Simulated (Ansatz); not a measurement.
Ansatz (a quantum-chemistry and plane-wave program) input (B2GP-PLYP/def2-TZVPD):

Ansatz 0.2 input:
```yaml
crystal:
  periodic: [false, false, false]
  atoms:
    - {symbol: Si, position_ang: [-0.00000000, -0.00000000, -0.55379891]}
    - {symbol: O, position_ang: [0.00000000, 0.00000000, 0.96914808]}
basis:
  gaussian:
    orbitals: def2-TZVPD
hamiltonian:
  xc: {name: B2GP-PLYP}
total_charge: 1
magnetization: {spin_polarized: true, initial_magnetization: 1}
correlation: {electrons: outside_noble_gas}
```

End of the output:

```
integrals: 0.03 GiB planned
509 factors; integrals over basis functions are off by at most 1.4e-3 eV
mean field: 0.24 GiB planned
mean field evaluation 1: about -9883.5401 eV, gradient 7.4e1 eV
mean field evaluation 2: about -9883.6382 eV, gradient 7.4e1 eV
mean field evaluation 4: about -9901.3724 eV, gradient 2.3e1 eV
mean field evaluation 8: about -9904.8597 eV, gradient 1.9e0 eV
mean field evaluation 16: about -9905.0029 eV, gradient 6.7e-2 eV
mean field evaluation 32: about -9905.1025 eV, gradient 2.3e0 eV
mean field evaluation 64: about -9905.0945 eV, gradient 4.4e-1 eV
mean field evaluation 96: about -9880.1634 eV, gradient 1.6e1 eV
mean field -9905.17621176 eV, -364.0085118127 hartree, gradient 2.3e-6 eV, S^2 0.777392; 4 other end points of the search recorded, 0 dependent functions left out
6 core orbitals not correlated
reference -9905.17629229 eV, -364.0085147719 hartree; 5, 4 occupied and 72, 73 virtual orbitals, 509 factors
second order -7.76114708 eV of doubles, -0.00000000 eV of singles
Total energy: -9907.97030523 eV, -364.1111928539 hartree
```
